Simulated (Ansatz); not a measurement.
**Iron, bcc: convergence with Methfessel-Paxton smearing**

Computed with Ansatz, PBE, scalar-relativistic PAW, on the relaxed cell (a = 2.833 Å; ferromagnetic, net 2.16 μB per atom). Errors count from a run at 420 eV on a Γ-centred 25×25×25 mesh with Fermi-Dirac smearing of 0.05 eV, extrapolated to zero width. Fixed here: cutoff 420 eV, mesh 15×15×15.

| width (eV) | E(σ→0) error (meV/atom) | F error (meV/atom) | P (GPa) | sphere moment (μB) | SCF iterations |
| --- | --- | --- | --- | --- | --- |
| 0.01 | -0.6 | -0.6 | -0.18 | 2.22 | 11 |
| 0.03 | -0.6 | -0.6 | -0.13 | 2.22 | 11 |
| 0.1 | -0.7 | -0.8 | 0.02 | 2.23 | 10 |
| 0.2 | -1.1 | -1.3 | 0.03 | 2.23 | 11 |
| 0.3 | -1.7 | -1.3 | -0.14 | 2.22 | 12 |
| 0.6 | -2.0 | 7.5 | -0.82 | 2.21 | 12 |
| 1.0 | 16.3 | 47.5 | -1.24 | 2.24 | 11 |
